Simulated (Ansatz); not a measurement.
**SiNH4O (SMILES [NH][SiH2]O) at U-r2SCANx+PBEc(a = 0.1)/def2-mTZVP (density fitting with def2-universal-jkfit, accuracy low, exact exchange 0.1)**

Aim: energy and gradient of SiNH4O. 

The results are computed with Ansatz 0.2.0.

### Step 1. The structure to begin with

SiNH4O: 7 atoms, total charge 0, spin state doublet. SMILES: `[NH][SiH2]O`. The shape is that of a PBE0-D4/def2-TZVP optimisation. This is one conformer, not always the lowest.

Bond lengths: N1–Si2 1.741 Å, Si2–O3 1.637 Å, N1–H4 1.022 Å, Si2–H5 1.484 Å, Si2–H6 1.493 Å, O3–H7 0.959 Å. Angles: N1–Si2–O3 110.5°, N1–Si2–H5 113.2°, N1–Si2–H6 105.1°, O3–Si2–H5 105.4°, O3–Si2–H6 112.1°, Si2–N1–H4 114.4°, Si2–O3–H7 117.6°, H5–Si2–H6 110.7°.

### Step 2. Energy and forces at U-r2SCANx+PBEc(a = 0.1)/def2-mTZVP (density fitting with def2-universal-jkfit, accuracy low, exact exchange 0.1)

Input file in.yaml:

```yaml
crystal:
  periodic: [false, false, false]
  atoms:
    - {symbol: N, position_ang: [-1.219700, -0.362600, 0.666700]}
    - {symbol: Si, position_ang: [0.116600, 0.212100, -0.290000]}
    - {symbol: O, position_ang: [1.398500, -0.795100, -0.146900]}
    - {symbol: H, position_ang: [-2.101000, 0.125500, 0.496300]}
    - {symbol: H, position_ang: [-0.184300, 0.263000, -1.742100]}
    - {symbol: H, position_ang: [0.414600, 1.577200, 0.236200]}
    - {symbol: H, position_ang: [1.636600, -1.088000, 0.734200]}
basis:
  gaussian: {orbitals: def2-mTZVP, fitting: {mean_field: def2-universal-jkfit}}
magnetization: {spin_polarized: true, initial_magnetization: 1}
hamiltonian:
  xc:
    text: |
      parameter a = 0.1
      exchange = (1 - a)*r2scan_x + a*exact_x
      correlation = pbe_c
accuracy: low
output: {forces: true, orbitals: {seedname: orbitals}}
```

Command:

```
$ ansatz run in.yaml --threads 1 --pin off --max-ram 2610MiB --events-out events.jsonl --progress --plain --runs-dir runs
```

**Question.** What will come out? Wanted: total energy; dipole moment; HOMO energy; LUMO energy; ⟨S²⟩; largest force on an atom.

Answer, from the run:

Level: U-r2SCANx+PBEc(a = 0.1)/def2-mTZVP (density fitting with def2-universal-jkfit, accuracy low, exact exchange 0.1).

| quantity | value |
| --- | --- |
| total energy | -421.83175 Eh |
| dipole moment | 1.29 D |
| HOMO energy (highest over α and β) | -7.52 eV |
| LUMO energy (lowest over α and β) | -3.47 eV |
| ⟨S²⟩ | 0.755 |
| largest force on an atom | 0.137 eV/Å |

In words: Mulliken charges run from -0.79 on O3 to +0.78 on Si2; they depend strongly on the basis. The accuracy setting is loose, so the last digits carry no meaning.
